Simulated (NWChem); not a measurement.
# A calculation on acetamide (C$_{2}$H$_{5}$NO)

```
C
O 1 1.2158
N 1 1.3688 2 122.28
H 3 1.0106 1 122.82 2 179.25
H 3 1.0131 4 118.94 1 177.90
C 1 1.5228 2 122.89 3 178.90
H 6 1.0968 1 108.68 2 15.26
H 6 1.1015 7 109.67 1 -122.85
H 6 1.1027 7 108.59 8 -117.65
```
Charge 0, spin multiplicity 1.

The numbers come from NWChem runs, not from measurements. Structure: optimised with B3LYP/def2-SVP, a minimum by its harmonic frequencies. It is one conformer; others weren't searched.

The correlated methods keep 4 core orbitals frozen. The Pople sets run with spherical d functions.

Worked example. A B2PLYP run in 6-31G* ends its self-consistent part (53 % exact exchange, 47 % B88, 73 % LYP) at -208.79075 Ha, and second-order perturbation theory on those orbitals gives -0.72281 Ha unscaled.

The perturbative term enters with the weight 0.27: -208.79075 + 0.27·(-0.72281) = -208.98591 Ha is the total energy.
